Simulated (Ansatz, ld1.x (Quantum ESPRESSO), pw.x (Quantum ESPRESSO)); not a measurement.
From atom to crystal: PAW potential for nitrogen (N)

```
Element                 : N
Generator               : ld1.x (Quantum ESPRESSO) 7.5
Type                    : PAW
Functional              : PBEsol
Relativity              : scalar-relativistic
Frozen core             : [He]
Valence charge          : 5
Reference configuration : 2s2 2p2.75 (charge +0.25)
Partial waves           : 2s (bound): rcut 0.95, rcutus 1.20 bohr; 2s channel at 1.8 Ry: rcut 0.95, rcutus 1.20 bohr; 2p (bound): rcut 2.30, rcutus 2.65 bohr; 2p channel at -0.2 Ry: rcut 2.30, rcutus 2.65 bohr; 3d channel at 0.1 Ry: rcut 1.75, rcutus 2.20 bohr; 3d channel at 1.8 Ry: rcut 1.75, rcutus 2.20 bohr
Local potential         : all-electron potential smoothed inside 1.50 bohr (lloc = -1)
Core correction         : none
Augmentation charge     : PSQ, radius 0.70 bohr
```

Crystal test: diamond N in pw.x 7.5, no spin, 11³ k-points, Fermi–Dirac smearing 0.01 Ry, cutoffs 40/900 Ry. The reference is all-electron LAPW (Ansatz 0.2.0) with the same functional, mesh and smearing; V0 and B0 come from Birch–Murnaghan fits to the pressures at five volumes. Errors are pseudo minus all-electron; Δ is the rms difference of the E(V) curves that follow from these fits, minima aligned, over ±6 % about the mean V0. Mesh and smearing are coarse, so the numbers serve the comparison and aren't converged zero-temperature values; the lattice is a test structure that the element need not adopt. Spin polarisation is left out.

```csv
V (Å³/atom),P all-electron (GPa),P pseudo (GPa)
8.396,8.01,54.16
8.617,3.20,50.18
8.838,-1.12,45.84
9.059,-4.99,41.33
9.280,-8.47,36.79
```

All-electron: a0 = 4.126 Å (V0 = 8.78 Å³/atom), B0 = 167.2 GPa.

Pseudopotential: mean pressure error (GPa): +46.33. The pressure does not cross zero within the volumes sampled, so no fit is given. The largest radius (2.65 bohr) exceeds half the bond length (1.69 bohr), so the spheres overlap, which is one possible source of error among others. This is a poor potential for the solid. Atomic configuration tests: 1 of 7 tests not solved or not reliable.

Task: At the middle volume, how do free energy and pressure move when the wave cutoff is lowered (ecutrho held at 900 Ry)?

Result:

| cutoff (Ry) | shift of F (meV/atom) | shift of P (GPa) |
| --- | --- | --- |
| 18 | +204.2 | +6.28 |
| 24 | +100.2 | -2.17 |
| 32 | +7.9 | -0.55 |

The run at the middle volume (56 k-points, 8 iterations) took about 16 s on one core of a shared host (Neoverse-V1, 32 threads, 247 GiB, load 9).
